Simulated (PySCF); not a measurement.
Planning an excited-state job on `C[C@@H](CC)C[S-]`.

Method: TDDFT PBE0/def2-SVPD, vertical, gas phase, core orbitals frozen in the response (PySCF 2.14.0, density-fitted response routines). Geometry: GFN2-xTB. Work: 25 singlets by full TDDFT, 5 Tamm–Dancoff triplets, polarisability, density fitting. The input is one job of a driver script: a line of settings, then coordinates in Å.

Command:
```bash
OMP_NUM_THREADS=1 python probes_run.py task.json out
```

Input:
```
{"job": {"kind": "uv", "xc": "PBE0", "basis": "def2-SVPD", "nstates": 25, "ntriplets": 5, "tda": false}, "charge": -1, "multiplicity": 1}
C      2.025685    -0.483541    -0.043362
C      0.748728     0.031012    -0.694727
C     -0.384945     0.315966     0.289411
C     -0.938403    -0.962845     0.918326
C     -1.493597     1.095301    -0.428298
S     -0.918262     2.671199    -1.098026
H      1.876459    -1.466993     0.402971
H      2.823338    -0.566870    -0.781362
H      2.352874     0.201212     0.737064
H      0.949702     0.977907    -1.205831
H      0.402045    -0.687212    -1.444648
H      0.007730     0.962208     1.084421
H     -0.178719    -1.474142     1.510217
H     -1.779929    -0.732145     1.571674
H     -1.288108    -1.644037     0.142316
H     -2.313481     1.292494     0.277805
H     -1.898115     0.482518    -1.247860
```

Hardware: one thread of an Arm Neoverse V1 (shared host).

Task: How large is the basis?

Result: 215 functions for 58 electrons, with 760 fitting functions; the fitted three-index integrals, 760 × 215 × 216/2 numbers of 8 bytes, come to 130 MiB.

Task: Estimate the wall time.

Result: About 56 s. The SCF took 14 cycles.

Task: At this speed, how long would 500 such jobs take on 32 cores, one job a core?

Result: 500/32 gives 16 rounds of 56 s, about 15 min of wall time and 7.8 core-hours, if the jobs don't slow each other.

The SCF part of the output:
```
coarse grid: 13880 points
cycle   1  E = -594.5698391413  dE =  3.008e-01  |g| = 5.406e-01  |ddm| = 5.860e+00
cycle   2  E = -594.4903330233  dE =  7.951e-02  |g| = 7.441e-01  |ddm| = 7.326e+00
cycle   3  E = -594.6808836544  dE = -1.906e-01  |g| = 7.656e-02  |ddm| = 6.557e+00
cycle   4  E = -594.6821690783  dE = -1.285e-03  |g| = 3.744e-02  |ddm| = 2.269e-01
cycle   5  E = -594.6825382322  dE = -3.692e-04  |g| = 6.949e-03  |ddm| = 1.256e-01
cycle   6  E = -594.6825500329  dE = -1.180e-05  |g| = 1.841e-03  |ddm| = 2.487e-02
cycle   7  E = -594.6825508588  dE = -8.259e-07  |g| = 6.314e-04  |ddm| = 6.685e-03
final grid: 126880 points
cycle   8  E = -594.7490955079  dE = -4.654e-05  |g| = 9.795e-03  |ddm| = 1.698e-01
cycle   9  E = -594.7490746760  dE =  2.083e-05  |g| = 1.296e-02  |ddm| = 4.086e-02
cycle  10  E = -594.7491210492  dE = -4.637e-05  |g| = 1.054e-03  |ddm| = 2.424e-02
cycle  11  E = -594.7491213561  dE = -3.069e-07  |g| = 2.664e-04  |ddm| = 2.638e-03
cycle  12  E = -594.7491213732  dE = -1.713e-08  |g| = 6.433e-05  |ddm| = 6.818e-04
cycle  13  E = -594.7491213743  dE = -1.114e-09  |g| = 2.140e-05  |ddm| = 2.608e-04
cycle  14  E = -594.7491213744  dE = -1.202e-10  |g| = 4.339e-06  |ddm| = 4.877e-05
converged SCF energy = -594.7491213744
```

On the final grid dE counts from the start density on that grid.

Other jobs ran on the host; a repeat could differ by tens of per cent or more.
